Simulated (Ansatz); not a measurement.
The parent structure is GaP in the zinc blende structure (space group F-43m, No. 216).

```
CELL_PARAMETERS angstrom
      0.00000     2.75302     2.75302
      2.75302     0.00000     2.75302
      2.75302     2.75302     0.00000
ATOMIC_POSITIONS crystal
  P  0.75000 0.75000 0.75000
  Ga 0.00000 0.00000 0.00000
```

Level of theory: PBE, PAW, 420 eV (Ansatz, a first-principles code; spin-orbit coupling left out).

| level | band gap | lattice parameter a |
|---|---|---|
| PBE | 1.58 eV | 5.506 Å |

Q: From these computed values, estimate the measured ones, and say how each level misses.

A: Measured: band gap 2.43 eV (static lattice; corrected from measurement; as listed in Wei Chen et al., Physical Review Materials (2018)); lattice parameter a 5.439 Å (static lattice; corrected from measurement; as listed in Daniel Mejia-Rodriguez, S. B. Trickey, Phys. Rev. B (2018)). Computed minus measured — band gap: PBE -0.85 eV; lattice parameter a: PBE +1.2 %. A measured gap can be an optical one, lowered by exciton binding. Levels without spin-orbit coupling miss its lowering of the gap, often about a third of the valence-band splitting.

Semilocal Kohn–Sham gaps tend to fall short of experiment. Stability against distortions was not tested. The real GaP has an indirect gap at ambient pressure; PBE orders its close-lying valleys differently.
